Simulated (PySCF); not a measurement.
Compound: C5H10.
Geometry (PBE0-D3(BJ)/def2-TZVP, Å), atoms numbered from 1 in this order:
```xyz
15
C5H10 angstrom
C     -1.979   -0.542    0.529
C     -1.272    0.664    0.010
C     -0.027    0.735   -0.455
C      0.975   -0.367   -0.556
C      2.164   -0.149    0.375
H     -2.853   -0.775   -0.086
H     -1.343   -1.427    0.557
H     -2.351   -0.364    1.543
H     -1.855    1.582    0.017
H      0.327    1.710   -0.786
H      1.340   -0.421   -1.589
H      0.514   -1.334   -0.344
H      1.841   -0.137    1.419
H      2.911   -0.937    0.257
H      2.652    0.808    0.171
```

Linear response at PBE0/aug-cc-pVTZ (PySCF, frozen core in the response, non-relativistic). One conformer (not necessarily the lowest) at the PBE0-D3(BJ)/def2-TZVP geometry, without solvent, vibrations or thermal averaging.

Static isotropic polarisability: 65.64 au (9.73 Å³), principal values 54.1, 59.6, 83.2 au.

(1) What is the polarisability at 1064 nm and at the sodium D line?

(2) What is the isotropic C6 coefficient between two such molecules, C6 = (3/π)∫α(iω)² dω?

(3) Which effective excitation energy ω̄ makes London's formula C6 = (3/4)α²ω̄ exact here?

(4) What three-body coefficient follows from the one-pole estimate C9 = (3/4)·α·C6?

(5) How many electrons N does the Slater–Kirkwood formula C6 = (3/4)·√N·α^(3/2) need to give this C6?

(6) The lowest 10 singlets have (eV, f): 5.90, 0.014; 6.33, 0.019; 6.43, 0.047; 6.57, 0.019; 7.05, 0.111; 7.14, 0.006; 7.21, 0.054; 7.32, 0.172; 7.42, 0.107; 7.56, 0.009. What share of the static polarisability do they carry in the sum over states α = Σ f/ω²?

Answers

(1) 66.25 au at 1064 nm (+0.9 %), 67.71 au at 589.3 nm (+3.2 %). The rise at 589.3 nm is 3.39 times that at 1064 nm; a pure ω² law gives 3.26. The lowest singlet lies at 210 nm, shorter than both wavelengths.

(2) 1739 au (Eh·bohr⁶) by a ten-point quadrature over imaginary frequencies, which is 1040 eV·Å⁶ or 100 J·nm⁶/mol.

(3) ω̄ = 4·C6/(3α²) = 0.538 Eh = 14.6 eV. A one-pole form α(ω) = α/(1 − ω²/ω̄²) fitted to the 1064 nm value gives 12.1 eV.

(4) 85600 au. This is an estimate from the two numbers above, not a computed integral.

(5) N = (4·C6/3)²/α³ = 19.0; the species has 40 electrons in all.

(6) 8.24 au, 12.6 % of α; the largest term, 2.37 au, is that of the state at 7.32 eV. Their oscillator strengths add up to 0.56. Higher states carry the rest.
